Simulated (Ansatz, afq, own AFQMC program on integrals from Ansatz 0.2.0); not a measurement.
**Ge2, quintet in cc-pVTZ, levels against CCSDT(Q)**

```xyz
2

Ge    0.0000    0.0000    0.0000
Ge    0.0000    0.0000    2.3831
```

Basis cc-pVTZ. Noble-gas cores (and the filled d shells of Ga–Kr and In–Xe) are frozen. Ansatz 0.2.0 and our own AFQMC program on the same integrals; the CISD trial comes from CCSD amplitudes, and released means the phaseless constraint is let go. ± is one standard error of the sampling. No spin–orbit coupling.

Determinant: UHF, the one that the program's search chose, which needn't be the lowest solution. The geometry is a PBE0/def2-TZVP stationary point of this or a neighbouring charge and spin state.

No full CI on the walks' own integrals is used here; CCSDT(Q) serves as the reference and is uncertain by about the last step of the cluster series.

Cautions: no relativity below Rb; no spin-orbit coupling; inner d shell frozen; another spin lies lower (by 1.32 eV); the released energies are still falling, so no released level is given (meV from the phaseless value at times in 1/Eh: -3 ± 3 at 0.24, -8 ± 3 at 0.51, -13 ± 3 at 0.99, -16.2 ± 2.3 at 1.62, -20.5 ± 2.1 at 2.40), though the last usable value meets CCSDT(Q) within the noise.

```
T1 diagnostic                               : 0.0145
weight of the determinant in the CISD state : 0.883
⟨S²⟩ of the determinant                     : 6.012
size of the correlated space                : 8 electrons in 58 orbitals
```

Reference: CCSDT(Q), correlation energy -4.417 eV.

```csv
level,E − E(reference) (mEh),share of correlation (%)
HF,162.33,0.00
MP2,33.91,79.11
CCSD,9.87,93.92
CCSD(T),1.87,98.85
CCSDT,0.47,99.71
ph-AFQMC/HF,2.16 ± 0.76,98.67
ph-AFQMC/CISD,0.74 ± 0.16,99.54
```

A walk keeps the symmetry of its determinant, which the program's search chose and which needn't be the lowest solution, so a lower state of the same spin and another symmetry isn't excluded.
